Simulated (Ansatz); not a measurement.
System (SMILES): OCl (OH-Cl).
Atoms: O1, H2, Cl3. Bonds: O1-H2, O1-Cl3.

Basis-set convergence of the optimised O1-H2 bond length at HF with Ansatz (a program for electronic structure). Cartesian d functions, on some or all atoms, in 6-31G**; all else is spherical. The program fits the integrals of some runs and decomposes those of others, by size. No added dispersion term, no relativity. Reference: the value in aug-pcseg-3, 0.9423 Å, itself unsure by roughly 0.0001 Å (its mean distance from aug-cc-pV(Q+d)Z, def2-QZVPPD, pcseg-3).

```
basis            functions  optimised O1-H2 bond length (Å)
---------------  ---------  -------------------------------
pcseg-0                 24                              ___
def2-SVP                37                           0.9484
6-31G**                 39                              ___
aug-cc-pV(D+d)Z         64                              ___
6-311++G(2d,2p)         72                           0.9428
pcseg-2                 78                           0.9422
def2-TZVPD              95                              ___
pcseg-3                157                           0.9422
aug-cc-pV(Q+d)Z        215                           0.9426
```

**Question.** Fill in the missing entries.

**Answer.** 
- pcseg-0, optimised O1-H2 bond length (Å): 0.9797
- 6-31G**, optimised O1-H2 bond length (Å): 0.9473
- aug-cc-pV(D+d)Z, optimised O1-H2 bond length (Å): 0.9470
- def2-TZVPD, optimised O1-H2 bond length (Å): 0.9454
